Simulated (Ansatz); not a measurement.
**C2H6OS: up Jacob's ladder to CCSD(T)**

The task here is to estimate one member of a computed series from the others.

Program: Ansatz 0.2.0, Gaussian basis. Level of theory: functionals in def2-TZVPP, the program's frozen cores in correlated methods. These are calculated values, not measurements.

Levels to be run: LDA (SPW92), PBE-D4, revPBE-D4, BLYP-D4, r2SCAN-D4, B97M-V, PBE0-D4, B3LYP-D4, r2SCANh-D4, r2SCAN0-D4, HSE06-D4, BHLYP-D4, CAM-B3LYP-D4, LC-ωPBE, ωB97X-V, ωB97M-V, B2PLYP, PBE-QIDH; CCSD(T)/def2-SVP; CCSD(T)/def2-TZVPP; MP2/def2-QZVPP; extrapolation to the limit; RPA on PBE.

## The relaxed structure

The geometry comes from an earlier relaxation with PBE0-D4 in a triple-zeta def2 set; it is a stationary point, not always the lowest conformer.

10 atoms, charge 0, spin multiplicity 1.

Atoms are counted from 1 here; the program's logs count them from 0.

Bond lengths: C1–C2 1.514 Å, C1–H5 1.090 Å, C1–H6 1.096 Å, C1–H7 1.092 Å, C2–O3 1.410 Å, C2–S4 1.805 Å, C2–H8 1.099 Å, O3–H9 0.963 Å, S4–H10 1.344 Å. Angles: C2–C1–H5 111.0°, C2–C1–H6 110.3°, C2–C1–H7 110.2°, H5–C1–H6 108.2°, H5–C1–H7 108.8°, H6–C1–H7 108.2°, C1–C2–O3 111.8°, C1–C2–S4 113.0°, C1–C2–H8 109.7°, O3–C2–S4 108.6°, O3–C2–H8 110.5°, S4–C2–H8 102.8°, C2–O3–H9 107.9°, C2–S4–H10 95.9°.

The first run:

The input, in.yaml:

```yaml
crystal:
  periodic: [false, false, false]
  atoms:
    - {symbol: C, position_ang: [-0.819980, 0.539128, -0.149375]}
    - {symbol: C, position_ang: [0.176269, -0.586198, 0.033895]}
    - {symbol: O, position_ang: [0.866868, -0.480656, 1.258536]}
    - {symbol: S, position_ang: [1.384908, -0.681308, -1.303240]}
    - {symbol: H, position_ang: [-1.348823, 0.441310, -1.097707]}
    - {symbol: H, position_ang: [-1.560422, 0.526807, 0.658119]}
    - {symbol: H, position_ang: [-0.307869, 1.503740, -0.129020]}
    - {symbol: H, position_ang: [-0.340199, -1.554152, -0.034986]}
    - {symbol: H, position_ang: [0.215926, -0.346004, 1.955023]}
    - {symbol: H, position_ang: [1.816521, 0.586134, -1.188244]}
basis:
  gaussian: {orbitals: def2-TZVPP}
hamiltonian: {xc: lda}
output: {orbitals: {seedname: orbitals}}
```

Command:

```console
$ ansatz run in.yaml --threads 2 --pin off --events-out ev --progress --plain --max-ram 4352MiB
```

Among the steps run: LDA; PBE-D4 (GGA); revPBE-D4 (GGA); BLYP-D4 (GGA); r2SCAN-D4 (meta-GGA); B97M-V (meta-GGA); PBE0-D4 (hybrid); B3LYP-D4 (hybrid); r2SCANh-D4 (hybrid); r2SCAN0-D4 (hybrid); HSE06-D4 (hybrid); BHLYP-D4 (hybrid); CAM-B3LYP-D4 (range-separated); LC-ωPBE (range-separated); ωB97X-V (range-separated); ωB97M-V (range-separated); B2PLYP (double hybrid); PBE-QIDH (double hybrid).

One of the session's tables, all rows but one given; the rest of the session is left out.

It belongs to the step «Orbital energies across the functionals». 

| functional | HOMO (eV) | LUMO (eV) | gap (eV) |
| --- | --- | --- | --- |
| LDA (SPW92) | -5.86 | -0.57 | 5.29 |
| PBE-D4 | ? | ? | ? |
| revPBE-D4 | -5.69 | -0.28 | 5.40 |
| BLYP-D4 | -5.59 | -0.31 | 5.28 |
| r2SCAN-D4 | -6.00 | -0.02 | 5.98 |
| B97M-V | -6.11 | -0.15 | 5.96 |
| PBE0-D4 | -7.00 | 0.58 | 7.58 |
| B3LYP-D4 | -6.75 | 0.28 | 7.03 |
| r2SCANh-D4 | -6.47 | 0.33 | 6.80 |
| r2SCAN0-D4 | -7.17 | 0.84 | 8.00 |
| HSE06-D4 | -6.59 | 0.20 | 6.79 |
| BHLYP-D4 | -8.12 | 1.33 | 9.45 |
| CAM-B3LYP-D4 | -8.36 | 1.47 | 9.84 |
| LC-ωPBE | -9.80 | 2.78 | 12.58 |
| ωB97X-V | -9.42 | 2.59 | 12.01 |
| ωB97M-V | -9.25 | 2.20 | 11.45 |

Q: Estimate the row for PBE-D4 from the others.

The run gave: HOMO (eV): -5.74; LUMO (eV): -0.37; gap (eV): 5.36. In the column «HOMO (eV)» it lies between LDA (SPW92) (-5.86) and revPBE-D4 (-5.69).
